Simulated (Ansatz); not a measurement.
**CCSD(T) forces**

CH₂MgO, closed shell, displaced at random from a GFN2-xTB minimum.

C1  (-0.199, 0.222, 0.035)
O2  (-0.991, 0.041, 0.902)
Mg3  (0.870, -1.808, 0.119)
H4  (-0.449, 0.203, -0.924)
H5  (1.086, 1.235, -0.012)
(Å)

Program: Ansatz 0.2.0. Basis: def2-TZVPP. Cores are frozen in the correlated methods. The outer core shell of Li, Na, Mg and K is correlated. The def2 sets are not built for correlating such inner shells, so the correlated values are less sure here.

CCSD(T) forces from the calculation:
```json
{"atom": "C1", "Fx": "3.786", "Fy": "3.228", "Fz (eV/Å)": "1.605"}
{"atom": "O2", "Fx": "-1.194", "Fy": "0.046", "Fz (eV/Å)": "2.409"}
{"atom": "Mg3", "Fx": "0.692", "Fy": "-0.851", "Fz (eV/Å)": "-0.039"}
{"atom": "H4", "Fx": "-0.909", "Fy": "-0.313", "Fz (eV/Å)": "-4.600"}
{"atom": "H5", "Fx": "-2.376", "Fy": "-2.110", "Fz (eV/Å)": "0.625"}
```

**Question.** Which atom feels the largest CCSD(T) force, and how large is it?

**Answer.** C1, 5.23 eV/Å, along (0.72, 0.62, 0.31).

Root-mean-square difference of the force components from those of CCSD(T): PBE0-D4 0.333; wB97M-V 0.455; r2SCAN-D4 0.208; PBE-D4 0.245; r2SCANh-D4 0.270; HSE06-D4 0.320 eV/Å.

No T1 diagnostic of these runs exceeds 0.021. The restricted Hartree–Fock reference is unstable towards an unrestricted one here. These are differences at one structure, and CCSD(T) in triple zeta is itself an approximation.

For scale, one of the runs: CCSD(T)/def2-TZVPP forces, 122 basis functions, launched by `ansatz run in.yaml --threads 4 --pin off --events-out ev --progress --plain --max-ram 5222MiB`. The run took 51 s on 4 CPU threads of an Arm Neoverse N1 (shared host), with 1.1 GiB of host memory at its peak.
